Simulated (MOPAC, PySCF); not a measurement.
Dissociation curve of SMILES OC (CH4O). The C1–O5 bond (C1 also carries H, H, H; O5 carries H) is pulled apart rigidly from the PBE0/def2-TZVP optimised geometry.

- PM7, restricted, heats of formation (MOPAC)
- UKS-B3LYP/6-31G* = unrestricted B3LYP/6-31G*, spherical d (PySCF)
- UMP2 = MP2 on UHF/cc-pVDZ, 2 core orbitals frozen in PySCF
- RHF/3-21G = restricted Hartree-Fock/3-21G (PySCF)

Energies are in eV, each relative to the lowest point of its own curve near equilibrium.

```json
[
 {"R / Å": "1.13", "PM7": "2.728", "UKS-B3LYP/6-31G*": "2.688", "UMP2": "2.758", "RHF/3-21G": "3.210"},
 {"R / Å": "1.20", "PM7": "1.356", "UKS-B3LYP/6-31G*": "1.311", "UMP2": "1.347", "RHF/3-21G": "1.657"},
 {"R / Å": "1.28", "PM7": "0.450", "UKS-B3LYP/6-31G*": "0.440", "UMP2": "0.452", "RHF/3-21G": "0.629"},
 {"R / Å": "1.32", "PM7": "0.200", "UKS-B3LYP/6-31G*": "0.203", "UMP2": "0.208", "RHF/3-21G": "0.329"},
 {"R / Å": "1.35", "PM7": "0.084", "UKS-B3LYP/6-31G*": "0.091", "UMP2": "0.093", "RHF/3-21G": "0.176"},
 {"R / Å": "1.41", "PM7": "0.000", "UKS-B3LYP/6-31G*": "0.000", "UMP2": "0.000", "RHF/3-21G": "0.018"},
 {"R / Å": "1.44", "PM7": "0.018", "UKS-B3LYP/6-31G*": "___", "UMP2": "___", "RHF/3-21G": "0.000"},
 {"R / Å": "1.50", "PM7": "0.147", "UKS-B3LYP/6-31G*": "0.101", "UMP2": "0.108", "RHF/3-21G": "0.058"},
 {"R / Å": "1.56", "PM7": "0.364", "UKS-B3LYP/6-31G*": "0.273", "UMP2": "0.288", "RHF/3-21G": "0.214"},
 {"R / Å": "1.64", "PM7": "0.742", "UKS-B3LYP/6-31G*": "0.581", "UMP2": "0.610", "RHF/3-21G": "0.532"},
 {"R / Å": "1.74", "PM7": "1.290", "UKS-B3LYP/6-31G*": "1.037", "UMP2": "1.085", "RHF/3-21G": "1.043"},
 {"R / Å": "1.91", "PM7": "2.280", "UKS-B3LYP/6-31G*": "1.866", "UMP2": "2.578", "RHF/3-21G": "2.050"},
 {"R / Å": "2.09", "PM7": "3.315", "UKS-B3LYP/6-31G*": "___", "UMP2": "3.638", "RHF/3-21G": "3.153"},
 {"R / Å": "2.30", "PM7": "4.418", "UKS-B3LYP/6-31G*": "___", "UMP2": "4.123", "RHF/3-21G": "4.362"},
 {"R / Å": "2.55", "PM7": "5.476", "UKS-B3LYP/6-31G*": "3.983", "UMP2": "4.340", "RHF/3-21G": "5.623"},
 {"R / Å": "2.83", "PM7": "6.308", "UKS-B3LYP/6-31G*": "4.251", "UMP2": "4.434", "RHF/3-21G": "6.803"},
 {"R / Å": "3.07", "PM7": "___", "UKS-B3LYP/6-31G*": "4.371", "UMP2": "4.471", "RHF/3-21G": "7.643"},
 {"R / Å": "3.47", "PM7": "7.315", "UKS-B3LYP/6-31G*": "4.466", "UMP2": "4.501", "RHF/3-21G": "8.716"},
 {"R / Å": "3.77", "PM7": "___", "UKS-B3LYP/6-31G*": "4.496", "UMP2": "4.511", "RHF/3-21G": "9.269"},
 {"R / Å": "4.20", "PM7": "7.844", "UKS-B3LYP/6-31G*": "4.512", "UMP2": "4.519", "RHF/3-21G": "9.771"},
 {"R / Å": "4.92", "PM7": "8.163", "UKS-B3LYP/6-31G*": "4.515", "UMP2": "4.521", "RHF/3-21G": "10.195"}
]
```

**Question.** What belongs in the gaps?

**Answer.** 
- 1.44, UKS-B3LYP/6-31G*: 0.007
- 1.44, UMP2: 0.009
- 2.09, UKS-B3LYP/6-31G*: 2.709
- 2.30, UKS-B3LYP/6-31G*: 3.495
- 3.07, PM7: 6.793
- 3.77, PM7: 7.574

The restricted form behind PM7, RHF/3-21G keeps the bonding electrons paired and can't separate into open-shell fragments. The unrestricted determinant behind UKS-B3LYP/6-31G* is spin-contaminated at 2.30 to 4.92 Å (<S²> up to 1.0, against 0.00 for a pure singlet). The unrestricted determinant behind UMP2 is spin-contaminated at 1.91 to 4.92 Å (<S²> up to 1.0, against 0.00 for a pure singlet).
